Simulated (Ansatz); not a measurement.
**CHClFN: one species, many methods**

The task here is to estimate one member of a computed series from the others.

The runs use Ansatz 0.2.0, Gaussian basis; functionals in def2-TZVPP, the program's frozen cores in correlated methods.

The runs, in order: LDA (SPW92), PBE-D4, revPBE-D4, BLYP-D4, r2SCAN-D4, B97M-V, PBE0-D4, B3LYP-D4, r2SCANh-D4, r2SCAN0-D4, HSE06-D4, BHLYP-D4, CAM-B3LYP-D4, LC-ωPBE, ωB97X-V, ωB97M-V, B2PLYP, PBE-QIDH; CCSD(T)/def2-SVP; CCSD(T)/def2-TZVPP; MP2/def2-QZVPP; extrapolation to the limit; RPA on PBE.

## The geometry

The geometry comes from an earlier relaxation with PBE0-D4 in a triple-zeta def2 set; it is a stationary point.

5 atoms, charge 0, spin multiplicity 1.

Atoms are counted from 1 here; the program's logs count them from 0.

Bond lengths: N1–C2 1.237 Å, N1–H5 1.013 Å, C2–F3 1.314 Å, C2–Cl4 1.729 Å. Angles: C2–N1–H5 112.7°, N1–C2–F3 121.4°, N1–C2–Cl4 128.7°, F3–C2–Cl4 110.0°.

Set-up of the first run:

The input, in.yaml:

```yaml
crystal:
  periodic: [false, false, false]
  atoms:
    - {symbol: N, position_ang: [0.321103, 0.940468, 0.274413]}
    - {symbol: C, position_ang: [0.137869, -0.274598, 0.128466]}
    - {symbol: F, position_ang: [0.810342, -1.157366, 0.832102]}
    - {symbol: Cl, position_ang: [-0.953469, -1.081683, -0.943190]}
    - {symbol: H, position_ang: [-0.266045, 1.499578, -0.333292]}
basis:
  gaussian: {orbitals: def2-TZVPP}
hamiltonian: {xc: lda}
output: {orbitals: {seedname: orbitals}}
```

Steps of the session up to this table: LDA; PBE-D4 (GGA); revPBE-D4 (GGA); BLYP-D4 (GGA); r2SCAN-D4 (meta-GGA); B97M-V (meta-GGA); PBE0-D4 (hybrid); B3LYP-D4 (hybrid); r2SCANh-D4 (hybrid); r2SCAN0-D4 (hybrid); HSE06-D4 (hybrid); BHLYP-D4 (hybrid); CAM-B3LYP-D4 (range-separated); LC-ωPBE (range-separated); ωB97X-V (range-separated); ωB97M-V (range-separated); B2PLYP (double hybrid); PBE-QIDH (double hybrid).

One table of the session follows, with a row left open; its other results are not shown here.

It belongs to the step «Orbital energies across the functionals». 

```
  functional  HOMO (eV)  gap (eV)
 LDA (SPW92)      -7.60      5.79
      PBE-D4      -7.46      5.92
   revPBE-D4      -7.40      5.97
     BLYP-D4      -7.34      5.91
   r2SCAN-D4      -7.84      6.52
      B97M-V      -7.98      6.84
     PBE0-D4      -9.04      8.60
    B3LYP-D4      -8.77      8.05
  r2SCANh-D4          ?         ?
  r2SCAN0-D4      -9.30      8.99
    HSE06-D4      -8.63      7.81
    BHLYP-D4     -10.44     11.24
CAM-B3LYP-D4     -10.49     11.26
     LC-ωPBE     -11.88     13.90
     ωB97X-V     -11.51     13.49
     ωB97M-V     -11.38     13.31
```

Estimate the missing values for r2SCANh-D4.

Worked estimate for «HOMO (eV)». Against the share of exact exchange, r2SCAN-D4 (0, -7.84), r2SCAN0-D4 (0.25, -9.30) give a slope of -5.84 per unit share; at 0.1 the line stands at -8.42.

The run gave: HOMO (eV): -8.42; gap (eV): 7.50. In «HOMO (eV)» the line misses by 0.00.
